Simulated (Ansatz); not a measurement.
[Cl···H···SiH$_{3}$], doublet in cc-pVDZ: errors against UCCSDT(Q)

Geometry: a point of a hydrogen-transfer path between rigid fragments, not a stationary point.

```xyz
6

Cl   -1.4861    0.0000    0.0000
H     0.0889    0.0000    0.0000
Si    1.6469    0.0000    0.0000
H     2.0969   -1.4163    0.0000
H     2.0969    0.7081   -1.2265
H     2.0969    0.7081    1.2265
```

Basis cc-pVDZ; Ansatz 0.2.0. Only valence electrons are correlated (noble-gas cores frozen), which leaves 15 electrons in 46 orbitals. Prefix R: restricted or restricted open-shell reference; prefix U: unrestricted. Active spaces: pair = (3e, 3o) about the gap; valence = (15e, 12o) chosen from the atoms' valence shells.

Full CI isn't at hand for all of this; UCCSDT(Q) serves as the reference, and is uncertain by about the last step of the cluster series. The frozen core follows each run's orbitals, which can shift R against U totals by a few meV.

For open shells CISD is restricted-active-space CI with the open shells as a complete middle space.

The UHF ⟨S²⟩ is 0.771. The T1 diagnostic (RCCSD) is 0.0165, the largest doubles amplitude (RCCSD) is 0.038 and the T1 diagnostic (UCCSD) is 0.0130.

| level | E − E(RHF) (eV) |
| --- | --- |
| UHF | -0.1929 |
| RMP2 | -6.9469 |
| UMP2 | -6.8892 |
| RCCSD | -8.0890 |
| UCCSD | -8.0942 |
| RCCSD(T) | -8.2434 |
| UCCSD(T) | -8.2429 |

(1) Estimate how far UCCSDT(Q) in cc-pVDZ lies from RCCSD(T). The table doesn't fix it; the size of (T) and the diagnostics are the guide.

(1) UCCSDT(Q) in cc-pVDZ lies 1.32 mEh below RCCSD(T), which is 23 % of the (T) step (-5.67 mEh). The diagnostics are small and one determinant leads, so the series closes fast and only a small part of (T) is left.

The other levels:

```json
{"level": "CISD", "E − E(UCCSDT(Q)) (mEh)": "34.73", "share of correlation (%)": "88.58", "wall time": "9.5 s"}
{"level": "BCCD(T)", "E − E(UCCSDT(Q)) (mEh)": "1.32", "share of correlation (%)": "99.57", "wall time": "4.8 s"}
{"level": "RCCSDT", "E − E(UCCSDT(Q)) (mEh)": "0.40", "share of correlation (%)": "99.87", "wall time": "–"}
{"level": "UCCSDT", "E − E(UCCSDT(Q)) (mEh)": "0.38", "share of correlation (%)": "99.88", "wall time": "–"}
{"level": "RCCSDT(Q)", "E − E(UCCSDT(Q)) (mEh)": "0.01", "share of correlation (%)": "100.00", "wall time": "10 s (H100)"}
{"level": "CASSCF (pair space)", "E − E(UCCSDT(Q)) (mEh)": "286.96", "share of correlation (%)": "5.69", "wall time": "–"}
{"level": "NEVPT2 (pair space)", "E − E(UCCSDT(Q)) (mEh)": "49.78", "share of correlation (%)": "83.64", "wall time": "2.1 s"}
{"level": "MRCISD (pair space)", "E − E(UCCSDT(Q)) (mEh)": "31.38", "share of correlation (%)": "89.69", "wall time": "–"}
{"level": "MRCISD+Q (pair space)", "E − E(UCCSDT(Q)) (mEh)": "2.91", "share of correlation (%)": "99.04", "wall time": "11 s (H100)"}
{"level": "CASSCF (valence space)", "E − E(UCCSDT(Q)) (mEh)": "240.64", "share of correlation (%)": "20.91", "wall time": "–"}
{"level": "NEVPT2 (valence space)", "E − E(UCCSDT(Q)) (mEh)": "61.01", "share of correlation (%)": "79.95", "wall time": "14 s (H100)"}
{"level": "MRCISD (valence space)", "E − E(UCCSDT(Q)) (mEh)": "22.11", "share of correlation (%)": "92.73", "wall time": "–"}
{"level": "MRCISD+Q (valence space)", "E − E(UCCSDT(Q)) (mEh)": "2.17", "share of correlation (%)": "99.29", "wall time": "27 s (H100)"}
```

The correlation energy at UCCSDT(Q), counted from RHF, is -8.279 eV. That run took 8 s on 2 threads of AMD EPYC 7R13 with a shared H100 80 GB, shared host.

Times hold each run's SCF and search for its determinant on a shared host, so for small cases they say little of a method's own cost; rows without a card ran on 1 thread of AMD EPYC 7R13.

Natural occupations of CASSCF (valence space) about the gap: 1.986 1.976 1.976 1.975 1.002 0.030 0.021 0.018 0.018; effectively unpaired electrons, Σ n²(2−n)², 1.02.
